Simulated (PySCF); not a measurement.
# CH8OSi: a look at the electrons

Aim: take CH8OSi and find what binds its two fragments and compute its lowest excited states.

Method: levels as typed in each script, gas phase, geometry from GFN2-xTB; program: PySCF 2.14.0.

**1. The system as given**

SMILES `[H][H].CO[SiH3]`, 11 atoms, charge 0, spin multiplicity 1.

Bond lengths: H1–H2 0.781 Å, C3–O4 1.392 Å, C3–H6 1.093 Å, C3–H7 1.091 Å, C3–H8 1.093 Å, O4–Si5 1.620 Å, Si5–H9 1.452 Å, Si5–H10 1.468 Å, Si5–H11 1.468 Å. Angles: O4–C3–H6 111.0°, O4–C3–H7 108.1°, O4–C3–H8 111.1°, H6–C3–H7 109.1°, H6–C3–H8 108.5°, H7–C3–H8 109.1°, C3–O4–Si5 129.8°, O4–Si5–H9 99.0°, O4–Si5–H10 111.4°, O4–Si5–H11 111.4°, H9–Si5–H10 113.6°, H9–Si5–H11 113.5°, H10–Si5–H11 107.9°.

Geometry (Å):

```mol
CH8OSi
  3D, bonds by distance, orders not assigned

 11  9  0  0  0  0  0  0  0  0999 V2000
    0.0679   -2.8670    0.0068 H   0  0
   -0.3393   -3.5332    0.0081 H   0  0
   -1.6527    0.0433   -0.0040 C   0  0
   -0.4226    0.6952    0.0093 O   0  0
    1.0767    0.0806   -0.0021 Si  0  0
   -1.7671   -0.5591   -0.9092 H   0  0
   -2.4375    0.8010    0.0223 H   0  0
   -1.7590   -0.6125    0.8643 H   0  0
    1.8305    1.3215    0.0201 H   0  0
    1.3137   -0.7299   -1.2027 H   0  0
    1.3143   -0.7708    1.1697 H   0  0
  1  2  8  0
  3  4  8  0
  3  6  8  0
  3  7  8  0
  3  8  8  0
  4  5  8  0
  5  9  8  0
  5 10  8  0
  5 11  8  0
M  END
```

**2. Binding of the two fragments (HF/6-311+g**)**

Contents of input.py:

```python
import numpy as np
from pyscf import gto, scf, dft
from pyscf.scf import atom_ks, atom_hf
from scipy.linalg import block_diag
from pyscf.dispersion import dftd3

def solve(mol, dm0=None, hcore=None):
    mf = scf.UHF(mol) if mol.spin else scf.RHF(mol)
    mf = mf.density_fit(auxbasis='def2-universal-jkfit')
    mf.conv_tol, mf.max_cycle = 1e-8, 80
    if hcore is not None:
        mf.get_hcore = lambda *args: hcore
    mf.kernel(dm0)
    if not mf.converged:
        mf = mf.newton().run(mf.mo_coeff, mf.mo_occ, max_cycle=30)
    assert mf.converged, 'SCF not converged'
    return mf

mol = gto.M(atom='''
H      0.06793    -2.86695     0.00679
H     -0.33928    -3.53317     0.00809
C     -1.65268     0.04329    -0.00401
O     -0.42258     0.69519     0.00932
Si     1.07666     0.08063    -0.00214
H     -1.76713    -0.55912    -0.90922
H     -2.43747     0.80097     0.02231
H     -1.75903    -0.61249     0.86430
H      1.83049     1.32145     0.02014
H      1.31367    -0.72988    -1.20268
H      1.31430    -0.77078     1.16970
''', basis='6-311+g**', charge=0, spin=0, verbose=4)
mol_a = gto.M(atom='''
H      0.06793    -2.86695     0.00679
H     -0.33928    -3.53317     0.00809
ghost-C     -1.65268     0.04329    -0.00401
ghost-O     -0.42258     0.69519     0.00932
ghost-Si     1.07666     0.08063    -0.00214
ghost-H     -1.76713    -0.55912    -0.90922
ghost-H     -2.43747     0.80097     0.02231
ghost-H     -1.75903    -0.61249     0.86430
ghost-H      1.83049     1.32145     0.02014
ghost-H      1.31367    -0.72988    -1.20268
ghost-H      1.31430    -0.77078     1.16970
''', basis='6-311+g**', charge=0, spin=0, verbose=4)
mol_b = gto.M(atom='''
ghost-H      0.06793    -2.86695     0.00679
ghost-H     -0.33928    -3.53317     0.00809
C     -1.65268     0.04329    -0.00401
O     -0.42258     0.69519     0.00932
Si     1.07666     0.08063    -0.00214
H     -1.76713    -0.55912    -0.90922
H     -2.43747     0.80097     0.02231
H     -1.75903    -0.61249     0.86430
H      1.83049     1.32145     0.02014
H      1.31367    -0.72988    -1.20268
H      1.31430    -0.77078     1.16970
''', basis='6-311+g**', charge=0, spin=0, verbose=4)
ab, a, b = solve(mol), solve(mol_a), solve(mol_b)
e_int = ab.e_tot - a.e_tot - b.e_tot
print('counterpoise-corrected interaction energy / kcal/mol', e_int * 627.5095)
def disp(atoms, charge):
    m = gto.M(atom=atoms, charge=charge, basis='sto-3g', spin=None, unit='Bohr', verbose=0)
    return dftd3.DFTD3Dispersion(m, xc='hf', version='d3bj').get_dispersion()['energy']
e_disp = disp(mol._atom, mol.charge) - disp(mol._atom[:2], mol_a.charge) - disp(mol._atom[2:], mol_b.charge)
print('D3(BJ) part / kcal/mol', e_disp * 627.5095)
# spherically averaged free atoms, for the promolecule
atm = scf.atom_hf.get_atm_nrhf(mol)
pro = block_diag(*[(atm[a[0]][2] * atm[a[0]][3]) @ atm[a[0]][2].T for a in mol._atom])
np.savez('result.npz', e_int=e_int, e_disp=e_disp, dm_a=a.make_rdm1(), dm_b=b.make_rdm1(), c=ab.mo_coeff, occ=ab.mo_occ, eps=ab.mo_energy, pro=pro, d=[f.dip_moment(verbose=0) for f in (ab, a, b)])
```

The run is started by

```console
> OMP_NUM_THREADS=1 python input.py
```

**4. Excited states (B3LYP/def2-svp)**

Contents of input.py:

```python
import numpy as np
from pyscf import gto, scf, dft, tdscf
from pyscf.scf import atom_ks, atom_hf
from scipy.linalg import block_diag

def solve(mol, dm0=None, hcore=None):
    mf = (dft.UKS if mol.spin else dft.RKS)(mol, xc='b3lyp')
    mf.grids.level = 3
    mf = mf.density_fit(auxbasis='def2-universal-jkfit')
    mf.conv_tol, mf.max_cycle = 1e-8, 80
    if hcore is not None:
        mf.get_hcore = lambda *args: hcore
    mf.kernel(dm0)
    if not mf.converged:
        mf = mf.newton().run(mf.mo_coeff, mf.mo_occ, max_cycle=30)
    assert mf.converged, 'SCF not converged'
    return mf

mol = gto.M(atom='''
H      0.06793    -2.86695     0.00679
H     -0.33928    -3.53317     0.00809
C     -1.65268     0.04329    -0.00401
O     -0.42258     0.69519     0.00932
Si     1.07666     0.08063    -0.00214
H     -1.76713    -0.55912    -0.90922
H     -2.43747     0.80097     0.02231
H     -1.75903    -0.61249     0.86430
H      1.83049     1.32145     0.02014
H      1.31367    -0.72988    -1.20268
H      1.31430    -0.77078     1.16970
''', basis='def2-svp', charge=0, spin=0, verbose=4)
mf = solve(mol)
td = mf.TDA()
td.nstates, td.singlet, td.conv_tol = 5, True, 1e-5
td.kernel()
td.analyze()
x, y = np.array([p[0] for p in td.xy]), np.array([p[1] + 0 * p[0] for p in td.xy])
f, mu = td.oscillator_strength(), td.transition_dipole()
nto = [td.get_nto(state=i + 1, verbose=4) for i in range(len(td.e))]
# spherically averaged free atoms, for the promolecule
atm = atom_ks.get_atm_nrks(mol, xc='b3lyp')
pro = block_diag(*[(atm[a[0]][2] * atm[a[0]][3]) @ atm[a[0]][2].T for a in mol._atom])
np.savez('result.npz', e=td.e, f=f, ok=td.converged, w=[n[0] for n in nto], nto=[n[1] for n in nto], x=x, y=y, c=mf.mo_coeff, occ=mf.mo_occ, eps=mf.mo_energy, pro=pro, mu=mu)
```

(Steps that only read results are left out.)

**Question.** What will these runs give? Wanted: interaction energy, counterpoise; lowest singlet excitation.

As calculated:

```
                                       quantity          value
interaction energy, counterpoise (HF/6-311+g**)  +1.0 kcal/mol
     lowest singlet excitation (B3LYP/def2-svp)        6.91 eV
```

The counterpoise-corrected interaction energy of the frozen fragments is +1.0 kcal/mol without dispersion correction and −0.4 kcal/mol with D3(BJ). The pair geometry is semi-empirical, not a minimum at this level. The geometry was not optimised at these levels.
